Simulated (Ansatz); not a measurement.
# SiH₄ (singlet): wave-function methods side by side, cc-pVDZ

An exercise on one series of results from a longer session: the logs are not shown, and one member is left open.

The runs use Ansatz 0.2.0, Gaussian basis; cc-pVDZ, core rule «outside noble gas», up to 5 orbitals frozen.

The runs, in order: UHF; CCSD(T) on RHF; BCCD(T) on RHF; CISD; CCSDT(Q) on RHF; CISDTQ; CCSDTQ on RHF; CASSCF and MRCISD+Q, 8 electrons in 8 orbitals; CASSCF and NEVPT2, 8 electrons in 8 orbitals; Full CI.

6 further runs of the same task are left out: 6 set aside as unsound or not needed.

**What is computed**

The geometry is a PBE0/def2-TZVP stationary point (not a proven minimum).

5 atoms, charge 0, spin multiplicity 1.

Atoms are counted from 1 here; the program's logs count them from 0.

Bond lengths: Si1–H2 1.485 Å, Si1–H3 1.485 Å, Si1–H4 1.485 Å, Si1–H5 1.485 Å. Angles: H2–Si1–H3 109.5°, H2–Si1–H4 109.5°, H2–Si1–H5 109.5°, H3–Si1–H4 109.5°, H3–Si1–H5 109.5°, H4–Si1–H5 109.5°.

The first run:

File in.yaml:

```yaml
crystal:
  periodic: [false, false, false]
  atoms:
    - {symbol: Si, position_ang: [0.000000, 0.000000, 0.000000]}
    - {symbol: H, position_ang: [0.855850, 0.858745, 0.856831]}
    - {symbol: H, position_ang: [-0.859551, -0.854424, 0.857445]}
    - {symbol: H, position_ang: [-0.854730, 0.855535, -0.861149]}
    - {symbol: H, position_ang: [0.858431, -0.859856, -0.853127]}
basis:
  gaussian: {orbitals: cc-pVDZ}
magnetization: {spin_polarized: true, initial_magnetization: 0}
hamiltonian: {xc: hf}
output: {orbitals: {seedname: orbitals}}
```

Run with:

```bash
ansatz run in.yaml --threads 1 --pin off --events-out ev --progress --plain --max-ram 2764MiB --backend cpu
```

Among the steps run: UHF; CCSD(T) on RHF; BCCD(T) on RHF; CISD; CCSDT(Q) on RHF; CISDTQ; CCSDTQ on RHF; CASSCF and MRCISD+Q, 8 electrons in 8 orbitals; CASSCF and NEVPT2, 8 electrons in 8 orbitals; Full CI.

One of the session's tables, all rows but one given; the rest of the session is left out.

| method | from FCI (meV) |
| --- | --- |
| RHF | +4095.4 |
| RMP2 | +928.0 |
| CISD | +276.5 |
| RCCSD | +84.5 |
| RCCSD(T) | +17.9 |
| BCCD(T) | +17.6 |
| RCCSDT | +1.9 |
| CISDTQ | +8.3 |
| RCCSDT(Q) | +0.3 |
| RCCSDTQ | 0.0 |
| CASSCF valence | ? |
| NEVPT2 valence | +851.3 |
| MRCISD valence | +124.4 |
| MRCISD+Q valence | +11.0 |
| FCI | 0 |

Q: Estimate the row for CASSCF valence from the others.

**Answer.** from FCI (meV): +2584.8. In the column «from FCI (meV)» it lies between RMP2 (+928.0) and RHF (+4095.4).
